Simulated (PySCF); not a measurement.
Species: C₃H₁₁P₃.
Geometry (PBE0-D3(BJ)/def2-SVP, Å), atoms numbered from 1 in this order:
```
atom  x, y, z in Å
C1    -1.593    1.341   -0.467
P2    -1.102   -0.438   -0.655
P3    -2.405   -1.248    0.974
C4     0.486   -0.430    0.333
C5     1.630    0.225   -0.428
P6     3.300    0.217    0.401
H7    -2.617    1.479   -0.847
H8    -0.930    1.964   -1.088
H9    -1.546    1.695    0.575
H10   -2.073   -2.614    0.709
H11   -3.575   -1.305    0.153
H12    0.735   -1.484    0.544
H13    0.331    0.063    1.309
H14    1.408    1.284   -0.643
H15    1.768   -0.255   -1.412
H16    3.297   -1.160    0.788
H17    2.857    0.657    1.689
```

Method: core-valence-separated Tamm–Dancoff BHandHLYP/aug-pcX-1 (pcseg-1 on H, def2-SVPD on P) in PySCF, non-relativistic, gas phase, PBE0-D3(BJ)/def2-SVP geometry. BHandHLYP without relativity tends to put these K edges a few eV too low, so spacings mean more than positions.

The lowest roots of each edge with f over 0.003 (five at most, numbered afresh; weaker and dark ones are left out), with transition dipoles (au) in the frame of the coordinates:

```csv
root,edge,E (eV),μx,μy,μz
1,C,285.63,0.0445,0.0086,0.0072
2,C,285.76,-0.0019,0.0250,-0.0445
3,C,285.89,0.0241,-0.0678,-0.0223
4,C,285.95,0.0564,0.0126,0.0423
5,C,286.15,0.0422,-0.0202,0.0612
```

Task: What are the oscillator strengths?

Result: f = (2/3) ΔE |μ|², with ΔE in hartree (27.2114 eV):

```csv
root,ΔE (Eh),|μ|² (au),f,core hole on
1,10.4968,0.002106,0.015,C5
2,10.5016,0.002609,0.018,C4
3,10.5064,0.005675,0.040,C1
4,10.5086,0.005129,0.036,C4
5,10.5157,0.005934,0.042,C5
```

Task: Molecules are fixed in this frame and the field points along (0, 1, 1)/√2. What effective strengths 3 f cos²θ do the roots have (θ between field and μ)?

Result: root 1 (C5): 0.003, root 2 (C4): 0.004, root 3 (C1): 0.085, root 4 (C4): 0.032, root 5 (C5): 0.018. Root 3 is the strongest. Averaged over all orientations cos²θ is 1/3, which gives f back.

One conformer stands for the species.
